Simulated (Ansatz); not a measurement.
# AlH6NO: the cost of one run

Method: RKS revPBE/def2-SVP, in Ansatz 0.2.0.

### Step 1. The starting structure

Bond lengths: Al1–O2 2.130 Å, O2–H3 1.010 Å, Al1–H4 1.560 Å, Al1–H5 1.560 Å, Al1–N6 2.220 Å, N6–H7 1.060 Å, N6–H8 1.060 Å. Angles: Al1–O2–H3 109.5°, O2–Al1–H4 120.0°, O2–Al1–H5 120.0°, O2–Al1–N6 71.6°, H4–Al1–H5 120.0°, H4–Al1–N6 96.8°, H5–Al1–N6 101.3°, Al1–N6–H7 120.0°, Al1–N6–H8 120.0°, H7–N6–H8 120.0°.

Structure file:

```xyz
9

Al    0.0000    0.0000    0.0000
O     0.0000    0.0000    2.1300
H    -0.9095   -0.2814    2.4671
H     1.3510    0.0000   -0.7800
H    -1.3510    0.0000   -0.7800
N     0.0995    2.1044    0.7000
H     0.4930    2.3259    1.6590
H    -0.2465    2.8877    0.0753
H     0.0609    1.2889    1.7979
```

### Step 2. A restrained relaxation towards end A

Springs on the bonds that form and break draw the guess towards this end; the thresholds are loose.

Input file input.yaml:

```yaml
crystal:
  periodic: [false, false, false]
  atoms:
    - { symbol: Al, position_ang: [0.0, 0.0, 0.0] }
    - { symbol: O, position_ang: [0.0, 0.0, 2.13] }
    - { symbol: H, position_ang: [-0.9095, -0.2814, 2.4671] }
    - { symbol: H, position_ang: [1.351, 0.0, -0.78] }
    - { symbol: H, position_ang: [-1.351, 0.0, -0.78] }
    - { symbol: "N", position_ang: [0.0995, 2.1044, 0.7] }
    - { symbol: H, position_ang: [0.493, 2.3259, 1.659] }
    - { symbol: H, position_ang: [-0.2465, 2.8877, 0.0753] }
    - { symbol: H, position_ang: [0.0609, 1.2889, 1.7979] }
basis:
  gaussian: { orbitals: def2-SVP }
hamiltonian:
  xc: revpbe
relax:
  f_tol: 0.15
  max_steps: 25
  restrain:
    - { distance: [0, 5], at: 3.12, k: 30.0 }
    - { distance: [8, 1], at: 2.21, k: 30.0 }
    - { distance: [0, 1], at: 1.78, k: 30.0 }
    - { distance: [8, 5], at: 1.06, k: 30.0 }
```

Launch:

```console
$ ansatz run input.yaml --threads 1 --pin off --max-ram 2048MiB --backend cpu --events-out ev --progress --plain --runs-dir out
```

Q: Estimate wall time and peak memory on 1 thread of Arm Neoverse V1, shared host.

About 29 s, with a peak of 0.13 GiB.
